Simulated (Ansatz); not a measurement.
Basis-set extrapolation for `[AlH4-]` (PBE0-D4/def2-TZVPD geometry, frozen core, the Gaussian-basis code of Ansatz). Multiplicity 1, RHF reference.

```tsv
	def2-TZVPPD	def2-QZVPPD
HF	-244.246017	-244.254008
MP2 correlation	-0.130043	-0.137832
CCSD(T) correlation	-0.163432	-0.169034
```

Energies in hartree. Use E(X) = E(∞) + A·exp(−7.88·√X) for Hartree–Fock and E(X) = E(∞) + B·X^(−2.97) for correlation, with X = 3 and 4.

Question: What is the CCSD(T) energy at the basis-set limit?

Answer: HF limit: -244.254008 + (-0.007991) × 0.13774 = -244.25511. Correlation limit: -0.169034 + (-0.005602) × 0.74074 = -0.17318. Total: -244.42829 hartree, 49.5 kJ/mol below CCSD(T)/def2-TZVPPD.
